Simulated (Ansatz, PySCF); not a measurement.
Potential energy curve for H₂, singlet. Each curve is given relative to its own lowest point near equilibrium.

| R / Å | A | B | C |
|---|---|---|---|
| 0.60 | 54.5 | 51.2 | 49.4 |
| 0.63 | 32.5 | 30.0 | 28.6 |
| 0.68 | 9.9 | 8.5 | 7.8 |
| 0.70 | 4.9 | 3.9 | 3.5 |
| 0.74 | 0.2 | 0.0 | 0.0 |
| 0.75 | 0.0 | 0.0 | 0.1 |
| 0.78 | 1.3 | 1.9 | 2.2 |
| 0.80 | 3.7 | 4.6 | 5.1 |
| 0.81 | 5.2 | 6.3 | 6.8 |
| 0.86 | 16.0 | 18.1 | 18.8 |
| 0.92 | 34.3 | 37.7 | 38.3 |
| 1.01 | 68.6 | 74.1 | 74.0 |
| 1.14 | 124.9 | 134.0 | 131.4 |
| 1.24 | 169.5 | 181.7 | 175.8 |
| 1.33 | 209.0 | 224.1 | 214.1 |
| 1.51 | 283.2 | 304.0 | 282.2 |
| 1.67 | 342.1 | 367.8 | 331.3 |
| 1.84 | 396.9 | 427.4 | 371.3 |
| 2.02 | 446.4 | 481.9 | 401.6 |
| 2.25 | 497.9 | 539.4 | 425.9 |
| 2.64 | 560.7 | 611.6 | 444.7 |
| 2.98 | 596.6 | 654.7 | 450.4 |

Energies in kJ/mol.

**Question.** Which curve belongs to which method? The methods are CCSD on RHF/cc-pVTZ, frozen core run with Ansatz (an electronic-structure program); restricted BP86/6-31G*, spherical d run with PySCF 2.14.0; restricted PBE0/cc-pVTZ (Ansatz).

**Answer.** A is RKS-BP86/6-31G*; B is RKS-PBE0; C is RCCSD.

The restricted form behind RKS-PBE0, RKS-BP86/6-31G* keeps the bonding electrons paired and can't separate into open-shell fragments. With two correlated electrons CCSD is exact in the basis where it finds the lowest root (RCCSD).
